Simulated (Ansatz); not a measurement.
Reaction (SMILES): C=O (CH2-O) + 2 [H][H] (H2) → C (CH4) + O (H2O)
B3LYP-D3(BJ)/def2-TZVP geometries, fixed; electronic energies without zero-point terms.

Core correlation in the energy of full hydrogenation at MP2 with Ansatz (a program for electronic structure), in kcal/mol: frozen core against all electrons. Core-valence sets carry the plain set on hydrogen.

| basis | functions, most | frozen core |
|---|---|---|
| cc-pVDZ | 38 | -53.58 |
| cc-pCVDZ | 46 | -53.62 |
| cc-pVTZ | 88 | -58.97 |
| cc-pCVTZ | 114 | -58.76 |
| cc-pwCVTZ | 114 | -58.64 |
| cc-pVQZ | 175 | -60.35 |
| cc-pwCVQZ | 228 | -60.19 |
| cc-pCVQZ | 228 | -60.22 |

Question: How large is the core term in each set?

Answer: The largest core-valence set, cc-pCVQZ, gives a core term of -0.34 kcal/mol; the valence set cc-pVQZ, which lacks functions for the core, gives -0.92. By row: cc-pVDZ -0.38, cc-pCVDZ -0.30, cc-pVTZ -1.13, cc-pCVTZ -0.31, cc-pwCVTZ -0.34, cc-pVQZ -0.92, cc-pwCVQZ -0.34, cc-pCVQZ -0.34.
